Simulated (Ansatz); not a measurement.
# AlH (triplet): PBE0, B3LYP over a scan of the distance Al1–H2, cc-pVQZ

Aim: run AlH (triplet) with these functionals over a scan of the distance Al1–H2, and hold them against the top wave-function level at the same points.

Method: cc-pVQZ, all electrons in the functionals; program: Ansatz 0.2.0, Gaussian basis.

The runs, in order: PBE0, B3LYP, at 1.289 Å; 1.455 Å; 1.605 Å; 1.763 Å; 1.946 Å; 2.165 Å; 2.567 Å; 3.029 Å; 3.574 Å; 4.227 Å; 5.575 Å.

17 further runs of the same task are left out: 4 for a known fault of the program, 10 that didn't finish, 3 set aside as unsound or not needed.

### 1 The system

The geometry derives from a PBE0/def2-TZVP stationary point (not a proven minimum). One bond is set to the value named and the two fragments are kept rigid.

2 atoms, charge 0, spin multiplicity 3.

Atoms are counted from 1 here; the program's logs count them from 0.

Bond lengths: Al1–H2 1.605 Å.

No dispersion term is added. B3LYP takes the VWN-RPA correlation.

The geometry shown and the zero of energy belong to the point 1.605 Å. The yardstick, FCI, and other wave-function levels (R restricted, U unrestricted, valence and pair active spaces) come from earlier runs.

### 2 PBE0, 1.289 Å

in.yaml

```yaml
crystal:
  periodic: [false, false, false]
  atoms:
    - {symbol: Al, position_ang: [0.000000, 0.000000, 0.000000]}
    - {symbol: H, position_ang: [0.000000, 0.000000, 1.289000]}
basis:
  gaussian: {orbitals: cc-pVQZ}
magnetization: {spin_polarized: true, initial_magnetization: 2}
hamiltonian: {xc: {name: PBE0}}
output: {orbitals: {seedname: orbitals}}
```

Launch:

```bash
$ ansatz run in.yaml --threads 1 --pin off --events-out ev --progress --plain --max-ram 2393MiB
```

Further steps of the session: PBE0, 1.455 Å; PBE0, 1.605 Å; PBE0, 1.763 Å; PBE0, 1.946 Å; PBE0, 2.165 Å; PBE0, 2.567 Å; PBE0, 3.029 Å; PBE0, 3.574 Å; PBE0, 4.227 Å; PBE0, 5.575 Å; B3LYP, 1.289 Å; B3LYP, 1.455 Å; B3LYP, 1.605 Å; B3LYP, 1.763 Å; B3LYP, 1.946 Å; B3LYP, 2.165 Å; B3LYP, 2.567 Å; B3LYP, 3.029 Å; B3LYP, 3.574 Å; B3LYP, 4.227 Å; B3LYP, 5.575 Å.

Before running them: what should the planned runs give, taken together? Wanted: span of the FCI curve; largest miss, PBE0; largest miss, B3LYP.

The runs gave:

| quantity | value |
| --- | --- |
| span of the FCI curve | 1.295 eV |
| largest miss, PBE0 | +0.036 eV (5.575 Å) |
| largest miss, B3LYP | -0.058 eV (2.567 Å) |

**Reading.** Of the functionals, PBE0 keep the smallest largest miss at the points compared (at most 0.036 eV) and B3LYP strays most (0.058 eV, at 2.567 Å). Functionals and the yardstick converge differently with the basis, so part of each miss in cc-pVQZ is the basis.
